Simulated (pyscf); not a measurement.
`[OH][As]([OH])[OH]` + `[SiH4]` → `[OH][As]([OH])[O][SiH3]` + `[H][H]`, a four-centre exchange (singlet surface; H–O, H–Si broken, O–Si, H–H formed). PySCF, gas phase, ωB97X-D3(BJ)/def2-SVP geometries. Energies in kJ/mol from the separated reactants.

Small-basis levels: PySCF, no dispersion term, spherical d functions. 

Task: Quick HF/6-31G*+LANL2DZ single points give ΔE‡ = 234.5 kJ/mol and ΔE = -66.7 kJ/mol. What does ωB97M-D3(BJ)/def2-TZVP give, and how far is the quick result from it?

Result: ωB97M-D3(BJ)/def2-TZVP gives ΔE‡ = 146.4 kJ/mol and ΔE = -72.7 kJ/mol. HF/6-31G*+LANL2DZ lies 88.1 kJ/mol over it in the barrier and 6.0 kJ/mol over it in the reaction energy, so on this step it does not hold to within 12.6 kJ/mol. ωB97M-D3(BJ)/def2-TZVP has limits of its own. This is the saddle that the search found; another between the same sides may lie lower. In the def2 sets elements up to Kr have no core potential.
